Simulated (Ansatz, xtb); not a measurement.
Relative energy of two isomers of C2H7O3+

Structure I: `OC(O)C[OH2+]`, a singlet. Structure II: `OC[C@H](O)[OH2+]`, a singlet. Both are isolated ions in the gas phase, relaxed with PBE0-D3(BJ)/def2-SVP, each in the lowest conformer that the search found.

Energies in hartree; the thermal terms are from PBE0-D3(BJ)/def2-SVP harmonic frequencies (ideal gas, rigid rotor, one conformer each, 298.15 K, 1 atm) and include the zero-point energy:

```
                              I           II
E, CCSD(T)/def2-SVP  −304.794404  −304.797137
    E, MP2/def2-SVP  −304.733197  −304.735375
  E, MP2/def2-TZVPP  −305.319057  −305.320938
  zero-point energy     0.102866     0.103703
       H(298 K) − E     0.109663     0.110469
       G(298 K) − E     0.074009     0.075003
```

**Question.** Correct the CCSD(T) difference for the basis set by the MP2 change, then work out ΔE, ΔE₀, ΔH and ΔG for I → II in kJ/mol (1 Eh = 2625.50 kJ/mol) and the equilibrium ratio [II]/[I].

**Answer.** 1. Differences II − I: CCSD(T) −0.002733, MP2 in the small set −0.002178, MP2 in the large set −0.001881 Eh.
2. ΔE = −0.002733 + (−0.001881 − (−0.002178)) = −0.002436 Eh = −6.40 kJ/mol.
3. ΔE₀ = ΔE + ΔZPE = −0.002436 + (+0.000837) Eh = −4.20 kJ/mol.
4. ΔH = ΔE + (+0.000806) Eh = −4.28 kJ/mol.
5. ΔG = ΔE + (+0.000994) Eh = −3.79 kJ/mol, so ΔS = (ΔH − ΔG)/T = −1.7 J/(mol K).
6. kT = 0.9442 mEh, so K = [II]/[I] = exp(−ΔG/kT) = exp(+1.53) ≈ 4.6.

The two are too close for this level to say which is favoured. An error of 4 kJ/mol in ΔG would change K by a factor of 5. GFN2-xTB gave ΔE the other sign. Mirror images and further conformers aren't counted.

As drawn, both hold the same kinds of bond in the same numbers.

Other levels gave ΔE = +7.2 (GFN2-xTB); −25.9 (HF/STO-3G, GFN2-xTB geometries); −12.3 (r2SCAN-D4/def2-SVP, GFN2-xTB geometries); −5.4 (PBE0-D3(BJ)/def2-SVP); −12.5 (HF/def2-SVP); −5.7 (MP2/def2-SVP); −7.2 (CCSD(T)/def2-SVP) kJ/mol. The correlated steps freeze 5 core orbitals. Programs: Ansatz 0.2.0, xtb 6.7.1.
